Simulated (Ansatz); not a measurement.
# Molybdenum, bcc under PBE: convergence with the cold (Marzari-Vanderbilt) smearing

A convergence test of the cold (Marzari-Vanderbilt) smearing width. The geometry was relaxed under PBE beforehand and stays fixed; 7 values are run, from 0.01 to 1.0 eV. Wanted are the values from which on the energy stays within 10 and 1 meV/atom, and the pressure within 0.5 GPa, of the narrowest run. Within the series other settings stay, but some runs also write fields, which adds to their time. Spin polarisation is left out.

Method: DFT PBE, plane waves with PAW, scalar-relativistic, in Ansatz 0.2.0.

## 1. Starting point

Symmetry: Im-3m, No. 229, cubic system. The conventional cell has a = 3.163 Å, b = 3.163 Å, c = 3.163 Å, α = 90.00°, β = 90.00°, γ = 90.00°. Around Mo (site symmetry m-3m) lie 8 Mo at 2.74 Å.

As a file:

```
Mo
1.0
    -1.58138    1.58138    1.58138
     1.58138   -1.58138    1.58138
     1.58138    1.58138   -1.58138
Mo
1
Direct
  0.00000 0.00000 0.00000
```

## 2. With a width of 0.01 eV

The run at 0.01 eV.

File input.yaml:

```yaml
crystal:
  lattice:
    - [-1.581379395, 1.581379395, 1.581379395]
    - [1.581379395, -1.581379395, 1.581379395]
    - [1.581379395, 1.581379395, -1.581379395]
  atoms:
    - { symbol: Mo, position: [0.0, 0.0, 0.0] }
hamiltonian:
  xc: pbe
  pseudopotentials:
    kind: paw
    azcp:
      Mo: "pseudopotentials/Mo.paw.azcp"
basis:
  ecutwfc: 420
  fft_grid_basis: typed
kpoints:
  mp_grid: { grid: [14, 14, 14], shift: [0, 0, 0] }
magnetization:
  spin_polarized: false
scf:
  occupations: { method: cold, width: 0.01 }
  lower_state_search: "off"
output:
  stress: true
```

Run with:

```sh
ansatz run input.yaml --threads 1 --pin off --max-ram 3584MiB --backend cpu --events-out ev --progress --plain --runs-dir out
```

## 3. With a width of 0.03 eV

The run at 0.03 eV.

input.yaml: that of step 2 with these lines changed.

```diff
@@ -21,3 +21,3 @@
 scf:
-  occupations: { method: cold, width: 0.01 }
+  occupations: { method: cold, width: 0.03 }
   lower_state_search: "off"
```

## 4. With a width of 0.1 eV

The run at 0.1 eV.

input.yaml: that of step 3 with these lines changed.

```diff
@@ -21,3 +21,3 @@
 scf:
-  occupations: { method: cold, width: 0.03 }
+  occupations: { method: cold, width: 0.1 }
   lower_state_search: "off"
```

## 5. With a width of 0.2 eV

The run at 0.2 eV.

input.yaml: that of step 4 with these lines changed.

```diff
@@ -21,3 +21,3 @@
 scf:
-  occupations: { method: cold, width: 0.1 }
+  occupations: { method: cold, width: 0.2 }
   lower_state_search: "off"
```

## 6. With a width of 0.3 eV

The run at 0.3 eV.

input.yaml: that of step 5 with these lines changed.

```diff
@@ -21,3 +21,3 @@
 scf:
-  occupations: { method: cold, width: 0.2 }
+  occupations: { method: cold, width: 0.3 }
   lower_state_search: "off"
@@ -25 +25,5 @@
   stress: true
+  write_density: true
+  write_potential: true
+  elf: true
+  volumetric_format: npy
```

## 7. With a width of 0.6 eV

The run at 0.6 eV.

input.yaml: that of step 6 with these lines changed.

```diff
@@ -21,3 +21,3 @@
 scf:
-  occupations: { method: cold, width: 0.3 }
+  occupations: { method: cold, width: 0.6 }
   lower_state_search: "off"
```

## 8. With a width of 1.0 eV

The run at 1.0 eV.

input.yaml: that of step 7 with these lines changed.

```diff
@@ -21,3 +21,3 @@
 scf:
-  occupations: { method: cold, width: 0.6 }
+  occupations: { method: cold, width: 1.0 }
   lower_state_search: "off"
@@ -25,5 +25 @@
   stress: true
-  write_density: true
-  write_potential: true
-  elf: true
-  volumetric_format: npy
```

(Steps that only read results are left out.)

What does the calculation give?

**Answer**, as computed:

| quantity | value |
| --- | --- |
| E(σ → 0) stays within 10 meV/atom of 0.01 eV | up to 0.3 eV |
| E(σ → 0) stays within 1 meV/atom | up to 0.1 eV |
| pressure stays within 0.5 GPa | up to 0.3 eV |
| pressure at 0.01 eV | 0.21 GPa |
| energy of a separate run on a finer mesh (23×23×23) | -15.6 meV/atom from 0.01 eV |

What this shows: The far end, 1.0 eV, lies -34.9 meV/atom and -2.5 GPa from the yardstick. The free energy F moves by +9.1 meV/atom over the range, and the estimate for σ → 0 by -34.9. This scheme cancels the term in the square of the width, so F moves little up to 0.2 eV. The mesh (14×14×14) is fixed, so the narrowest widths carry a k-point error of their own. The yardstick itself is unsettled by 15.6 meV/atom against the finer mesh, so the thresholds above hold only within this series, and wider smearing, which averages over more states, can land nearer the fine-mesh value than the narrowest does.
